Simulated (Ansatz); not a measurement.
Ansatz (a quantum-chemistry and plane-wave program) input (PBE/aug-cc-pVQZ):

Ansatz 0.2 input:
```yaml
crystal:
  periodic: [false, false, false]
  atoms:
    - {symbol: C, position_ang: [0.08837911, 0.08579245, 0.08813120]}
    - {symbol: H, position_ang: [-0.59583251, -0.58847006, 0.64981294]}
    - {symbol: H, position_ang: [0.64811021, -0.59179503, -0.59439216]}
    - {symbol: H, position_ang: [-0.58255235, 0.66551036, -0.58420799]}
basis:
  gaussian:
    orbitals: aug-cc-pVQZ
    final_grid: {core_spheres: 10, valence_spheres: 9, degree: 29}
hamiltonian:
  xc: {name: PBE}
total_charge: -1
magnetization: {spin_polarized: false}
```

Output:

```
Functional definition: PBE
integrals: 0.04 GiB planned
391 factors; their error is unknown
mean field: 0.69 GiB planned
mean field evaluation 1: about -1080.9006 eV, gradient 2.5e1 eV
mean field evaluation 2: about -1056.1073 eV, gradient 7.0e1 eV
mean field evaluation 4: about -1082.8555 eV, gradient 4.2e0 eV
mean field evaluation 8: about -1082.9048 eV, gradient 5.0e-2 eV
mean field evaluation 16: about -1082.9048 eV, gradient 1.1e-5 eV
mean field evaluation 32: about -1078.2666 eV, gradient 1.4e1 eV
mean field -1082.90482253 eV, -39.7960182088 hartree, gradient 1.1e-5 eV, S^2 0.000000; 1 other end points of the search recorded, 0 dependent functions left out
reference -1082.90486033 eV, -39.7960195980 hartree; 5, 5 occupied and 213, 213 virtual orbitals, 391 factors
Total energy: -1082.90486033 eV, -39.7960195980 hartree
```
